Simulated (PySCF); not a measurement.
Gas-phase reaction: 2 NO ⇌ N2 + O2

Computed with PySCF (xtb for GFN2) and rigid-rotor harmonic-oscillator thermochemistry at 1 bar. The comparison is the NASA 1993 polynomial table, which mixes measured and estimated data. † marks an energy on the PBE0/def2-TZVP geometry and frequencies; other levels use their own. MP2 freezes the core. Open shells (unrestricted): NO (multiplicity 2), O2 (multiplicity 3); the rest are closed-shell singlets. GFN2 has no spin-polarisation term. Spin-orbit splitting is ignored; it lowers the true energy and changes the entropy of NO. MP2 isn't extrapolated to the basis-set limit.

Levels: a) HF/def2-TZVP†; b) MP2/def2-TZVPP†; c) GFN2-xTB.

### Question
Order the levels by the distance of their ΔH°(298 K) from the table for this reaction, closest first.

### Answer
a (+8 kJ), b (-23 kJ), c (+154 kJ)

The table gives -183 kJ. The order holds for this reaction alone, and for the 1993 entries, some of which have been revised since.
